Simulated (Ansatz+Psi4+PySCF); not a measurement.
Two shapes of singlet O₃.

Shape 1:

```xyz
3

O     0.0000    0.0000    0.0000
O     0.0000    1.0919    0.6717
O     0.0000   -1.0749    0.6613
```

Shape 2:

```xyz
3

O     0.0000    0.0000    0.0000
O     0.0000    1.1430    0.7032
O     0.0000   -1.0238    0.6298
```

Basis set: cc-pVTZ (spherical functions). Left uncorrelated: 3 orbitals. Charge 0, multiplicity 1.

Computed with Ansatz (development build ahead of 0.2.0) and Psi4 1.11; each method stands on the lowest determinant of its kind that the runs found.

Problem. Which shape is lower in energy, and by how much in each method?

Solution.

| method | E(2) − E(1) (eV) |
| --- | --- |
| RHF | 0.044 |
| UHF | 0.182 |
| RHF-MP2 | 0.512 |
| UHF-MP2 | 0.167 |

Shape 1 is lower. Caution for RHF, RHF-MP2: an unrestricted determinant lies well below. Caution for UHF, UHF-MP2: the unrestricted determinant is a mixture of spin states. Caution for RHF-MP2: large share of triples, a single reference is doubtful. Caution for RHF-MP2, UHF-MP2: large amplitudes, a single reference is doubtful. Caution for UHF-MP2: a plain start can end on a higher determinant; another reference gives a lower total.
